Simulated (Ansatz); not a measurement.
Input file:

```yaml
crystal:
  periodic: [false, false, false]
  atoms:
    - {symbol: O, position_ang: [-0.954673, -0.231644, 0.000000]}
    - {symbol: H, position_ang: [-1.203982, 0.694932, 0.000000]}
    - {symbol: H, position_ang: [0.182327, -0.231644, 0.000000]}
    - {symbol: Cl, position_ang: [1.976327, -0.231644, 0.000000]}
basis:
  gaussian: {orbitals: cc-pVDZ}
magnetization: {spin_polarized: false, initial_magnetization: 1}
correlation: {method: bccd_t, electrons: outside_noble_gas}
```

```sh
$ ansatz run in.yaml --threads 1 --pin off --events-out ev --progress --plain --max-ram 2393MiB
```

Q: Roughly how long does this take on 1 thread of Arm Neoverse V2, shared host, and how much host memory?

A: 8 s wall and 0.13 GiB.

```
412 factors; integrals over basis functions are off by at most 1.4e-3 eV
mean field evaluation 1: about -14567.8141 eV, gradient 3.4e1 eV
mean field evaluation 2: about -14567.8284 eV, gradient 3.4e1 eV
mean field evaluation 4: about -14569.4735 eV, gradient 1.8e1 eV
mean field evaluation 8: about -14570.3030 eV, gradient 1.1e0 eV
mean field evaluation 16: about -14567.8139 eV, gradient 3.4e1 eV
mean field evaluation 32: about -14570.3194 eV, gradient 3.7e-4 eV
mean field evaluation 64: about -14570.3007 eV, gradient 5.0e-2 eV
mean field evaluation 96: about -14570.3007 eV, gradient 2.5e-5 eV
mean field evaluation 128: about -14570.3194 eV, gradient 8.1e-2 eV
mean field evaluation 160: about -14568.3563 eV, gradient 6.7e0 eV
...
cycle   6  -9.76103229 eV  change    4.6e-5 eV  update   4.0e-4
cycle   7  -9.76088081 eV  change    1.5e-4 eV  update   2.1e-4
cycle   8  -9.76086754 eV  change    1.3e-5 eV  update   9.7e-5
cycle   9  -9.76085792 eV  change    9.6e-6 eV  update   4.9e-5
cycle  10  -9.76085181 eV  change    6.1e-6 eV  update   3.9e-5
cycle  11  -9.76085729 eV  change   -5.5e-6 eV  update   3.6e-5
cycle  12  -9.76084874 eV  change    8.5e-6 eV  update   3.5e-5
cycle  13  -9.76084283 eV  change    5.9e-6 eV  update   3.3e-5
cycle  14  -9.76083696 eV  change    5.9e-6 eV  update   2.6e-5
cycle  15  -9.76083887 eV  change   -1.9e-6 eV  update   1.5e-5
perturbative correction -0.18016380 eV, -0.0066208975 hartree
Total energy: -14580.18303356 eV, -535.8118436804 hartree
```

For the same geometry and basis UCCSDT(Q) lies 38.5 meV lower.
